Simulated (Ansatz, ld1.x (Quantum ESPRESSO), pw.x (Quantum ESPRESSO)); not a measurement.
**From atom to crystal: PAW potential for Pb**

```
Element                 : Pb (Z = 82)
Generator               : ld1.x (Quantum ESPRESSO) 7.5
Type                    : PAW
Functional              : PBEsol
Relativity              : scalar-relativistic
Frozen core             : [Xe] 4f14 5d10
Valence charge          : 4
Reference configuration : 6s2 6p2
Partial waves           : 6s (bound): rcut 1.90, rcutus 2.00 bohr; 6s channel at 0.8 Ry: rcut 1.90, rcutus 2.00 bohr; 6p (bound): rcut 1.75, rcutus 2.30 bohr; 6p channel at 4.6 Ry: rcut 1.75, rcutus 2.30 bohr; 6d channel at -0.15 Ry: rcut 1.65, rcutus 2.10 bohr
Local potential         : all-electron potential smoothed inside 1.85 bohr (lloc = -1)
Core correction         : a·sin(br)/r model core inside 2.05 bohr
Augmentation charge     : PSQ, inside the norm-conserving radii
```

Crystal test: bcc Pb in pw.x 7.5, no spin, 12³ k-points, Fermi–Dirac smearing 0.01 Ry, cutoffs 40/320 Ry. The lattice is a test structure that the element need not adopt, and mesh and smearing are coarse.

pw.x input:

```
&control
  calculation='scf', prefix='x', pseudo_dir='./', outdir='./tmp', tstress=.true., disk_io='none'
/
&system
  ibrav=0, nat=1, ntyp=1, ecutwfc=40, ecutrho=320, nbnd=9,
  occupations='smearing', smearing='fd', degauss=0.01
/
&electrons
  conv_thr=1e-09, mixing_beta=0.4, electron_maxstep=70
/
ATOMIC_SPECIES
Pb 1.0 Pb.UPF
CELL_PARAMETERS angstrom
  -1.95949782 1.95949782 1.95949782
  1.95949782 -1.95949782 1.95949782
  1.95949782 1.95949782 -1.95949782
ATOMIC_POSITIONS crystal
Pb 0.0000 0.0000 0.0000
K_POINTS automatic
12 12 12 0 0 0
```

```bash
pw.x < Pb.scf.in > Pb.scf.out
```

Task: How does the run end?

Result: It converges; the pressure is -29.68 GPa against -0.13 GPa from all-electron LAPW. This is a poor potential for the solid. The pseudo pressure rises with volume over the whole range, a mechanical instability. Note: ghost state, extra bound levels that the all-electron valence spectrum of the same l lacks: d at -18.1 eV. A true bound ghost makes a file unfit for plane-wave use. Atomic configuration tests: test run stopped at test 5 of 7 (negative rho). The log shows:

```
     iteration #  1     ecut=    40.00 Ry     beta= 0.40
     total energy              =    -766.81604017 Ry
     estimated scf accuracy    <       3.35967864 Ry
     iteration #  2     ecut=    40.00 Ry     beta= 0.40
     total energy              =    -767.23678030 Ry
     estimated scf accuracy    <       0.02008000 Ry
     iteration #  3     ecut=    40.00 Ry     beta= 0.40
     total energy              =    -767.24142162 Ry
     estimated scf accuracy    <       0.00189318 Ry
     iteration #  4     ecut=    40.00 Ry     beta= 0.40
     total energy              =    -767.24185849 Ry
     estimated scf accuracy    <       0.00031835 Ry
     iteration #  5     ecut=    40.00 Ry     beta= 0.40
     total energy              =    -767.24194813 Ry
     estimated scf accuracy    <       0.00000356 Ry
     iteration #  6     ecut=    40.00 Ry     beta= 0.40
     total energy              =    -767.24195384 Ry
     estimated scf accuracy    <       0.00001578 Ry
     iteration #  7     ecut=    40.00 Ry     beta= 0.40
     total energy              =    -767.24195597 Ry
     estimated scf accuracy    <       0.00000009 Ry
     iteration #  8     ecut=    40.00 Ry     beta= 0.40
     total energy              =    -767.24195600 Ry
     estimated scf accuracy    <          8.5E-09 Ry
     iteration #  9     ecut=    40.00 Ry     beta= 0.40
     the Fermi energy is     0.1593 ev
!    total energy              =    -767.24195600 Ry
     estimated scf accuracy    <          6.1E-10 Ry
     smearing contrib. (-TS)   =      -0.02360448 Ry
     The total energy is F=E-TS. E is the sum of the following terms:
     one-electron contribution =       3.07135505 Ry
     hartree contribution      =       1.05742911 Ry
     xc contribution           =      -7.70405709 Ry
     ewald contribution        =      -7.86242021 Ry
     one-center paw contrib.   =    -755.78065839 Ry
     convergence has been achieved in   9 iterations
          total   stress  (Ry/bohr**3)                   (kbar)     P=     -296.80
     Message from routine punch:
     Nothing written, as per user request (disk_io='none')
```
